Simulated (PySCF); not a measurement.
# AlH: spin, charge, geometry and surroundings

One physical setting of the base script is moved in each run, with the edits that it forces.

The runs use PySCF 2.14.0; method and basis as typed in the scripts.

1 further run of the same task is left out (it didn't finish).

## (1) Where the work starts

AlH: 2 atoms, charge 0, spin multiplicity 1.

Bond lengths: Al1–H2 1.591 Å.

## (2) Base script

input.py reads:

```python
from pyscf import gto, scf

mol = gto.M(
    atom='Al 0 0 0; H 0 0 1.591',
    basis='minao',
    charge=0,
    spin=0,
    verbose=3,
)
mf = scf.UHF(mol)
mf.kernel()
mf.dip_moment()
print('orbital energies (hartree):', [e[max(0, n-3):n+3].round(4) for e, n in zip(mf.mo_energy, mol.nelec)])
```

Run with:

```bash
OMP_NUM_THREADS=1 python input.py
```

The log of this run is left out.

In short: E(SCF) = -242.428965 Eh, μ = 0.15 D.

The bond length is a typed value, not an optimised one.

## (3) PCM, ε = 78.36

Edit 1 changes solvent: none (gas phase) → PCM, ε = 78.36.

input.py reads:

```python
from pyscf import gto, scf, solvent

mol = gto.M(
    atom='Al 0 0 0; H 0 0 1.591',
    basis='minao',
    charge=0,
    spin=0,
    verbose=3,
)
mf = scf.UHF(mol)
mf = solvent.PCM(mf)
mf.with_solvent.eps = 78.36
mf.kernel()
mf.dip_moment()
print('orbital energies (hartree):', [e[max(0, n-3):n+3].round(4) for e, n in zip(mf.mo_energy, mol.nelec)])
```

Run with:

```bash
OMP_NUM_THREADS=1 python input.py
```

## (4) Bond 1.543 Å

Edit 2 changes bond length: 1.591 Å → 1.543 Å.

Edit input.py of step 2 so:

```diff
@@ -3,3 +3,3 @@
 mol = gto.M(
-    atom='Al 0 0 0; H 0 0 1.591',
+    atom='Al 0 0 0; H 0 0 1.543',
     basis='minao',
```

## (5) Charge +2

Edit 3 changes charge: 0 → 2.

Edit input.py of step 2 so:

```diff
@@ -5,3 +5,3 @@
     basis='minao',
-    charge=0,
+    charge=2,
     spin=0,
```

## (6) Quintet

Edit 4 changes spin (2S): 0 → 4.

Edit input.py of step 2 so:

```diff
@@ -6,3 +6,3 @@
     charge=0,
-    spin=0,
+    spin=4,
     verbose=3,
```

Q: Predict the outcome of this session. Wanted: for each run, E(SCF); from base; gap, α spin; SCF dipole.

The runs gave:

```
           run  E(SCF) (hartree)  from base (eV)  gap, α spin (eV)  SCF dipole (D)
          base       -242.428965               0              8.63            0.15
PCM, ε = 78.36       -242.443118         -0.3851              9.19            0.19
  bond 1.543 Å       -242.424572         +0.1196              8.62            0.25
     charge +2       -241.513944        +24.8990             11.86             n/a
       quintet       -242.214417         +5.8382             11.15            1.87
```

The largest comparable shift of the SCF energy, +5.838 eV, comes with the run “quintet”. A continuum solvent with ε = 78.36 lowers the energy by 0.385 eV. The quintet solution found lies 5.84 eV above the base singlet at this geometry and level.
